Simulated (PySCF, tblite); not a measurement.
# C5H10N radical: geometry, infrared bands and EPR parameters

Aim: predict the infrared bands and EPR parameters of C5H10N radical (`C=[C]CCCN`).

The runs use tblite 0.8.0 and PySCF 2.14.0, with density-fitted response routines of our own; the level of theory stands in each step. All values are computed, except where a source is named. Atoms count from 0, in the outputs and in this text.

## Step 1: Starting geometry

16 atoms, charge 0, multiplicity 2; geometry from: force field or distance geometry start.

Bonds of the start (Å): C0–C1 1.35, C1–C2 1.48, C2–C3 1.51, C3–C4 1.51, C4–N5 1.46, C0–H6 1.09, C0–H7 1.09, C2–H8 1.11, C2–H9 1.12, C3–H10 1.11, C3–H11 1.14, C4–H12 1.12, C4–H13 1.08, N5–H14 1.04, N5–H15 1.03.

## Step 2: Optimising the geometry with GFN2-xTB

What the job is given:

```
{"job": {"kind": "relax", "xc": "GFN2-xTB", "basis": "xTB"}, "charge": 0, "multiplicity": 2}
C      2.828500    -0.192100     0.393300
C      1.998100     0.165800    -0.606100
C      0.665800     0.649200    -0.185700
C     -0.127600    -0.563500     0.235500
C     -1.525200    -0.247700     0.698200
N     -2.249800     0.377500    -0.409500
H      3.818000    -0.550900     0.103300
H      2.551000    -0.124900     1.448300
H      0.763800     1.380200     0.647600
H      0.104100     1.078100    -1.053900
H     -0.205900    -1.225000    -0.652100
H      0.441300    -1.137500     1.039300
H     -2.049400    -1.230600     0.851600
H     -1.503800     0.352000     1.600800
H     -2.382400     1.400400    -0.298200
H     -3.134200    -0.122100    -0.556300
```

Started as:

```sh
> OMP_NUM_THREADS=1 python probes_run.py task.json out
```

One launch serves the whole session: the jobs run in the order shown.

**Question.** This job is followed by: GFN2-xTB harmonic vibrations, gas phase; UKS B3LYP, pcH-1 on C H N, non-relativistic, mean-field spin-orbit, GIAO. What will the session give for the following? strongest single infrared mode (GFN2-xTB); zero-point energy (GFN2-xTB); g(iso) (B3LYP); ⟨S²⟩; largest a(iso) (averaged by class); potential on the surface of density 0.002 e/bohr³, 1st and 99th percentile.

As calculated:

| quantity | value |
| --- | --- |
| strongest single infrared mode (GFN2-xTB) | 2804 cm⁻¹, 112 km/mol |
| zero-point energy (GFN2-xTB) | 85.9 kcal/mol |
| g(iso) (B3LYP) | 2.00219 |
| ⟨S²⟩ | 0.758 (exact 0.75) |
| largest a(iso) (averaged by class) | 13C on C1, 263.1 MHz |
| potential on the surface of density 0.002 e/bohr³, 1st and 99th percentile | -1.68 V and 1.41 V |

Over 144 steps the energy fell by 0.743 eV; of the close pairs, C0–C1 changed most, 1.348 to 1.293 Å. No mode is imaginary among the 42: a minimum at this level. The strongest single mode, at 2804 cm⁻¹, moves mainly H13. Unscaled tight-binding wavenumbers are off by several per cent, some by more. Its intensities can rank the bands wrongly. C1 carries the largest spin population, 0.99 e. The isotropic g lies 0.1 ppt below the free-electron value. These values are for one conformer; the search (at its own cheap level) found 2 more, at 0.17, 0.33 kcal/mol, and measured spectra average over such forms.
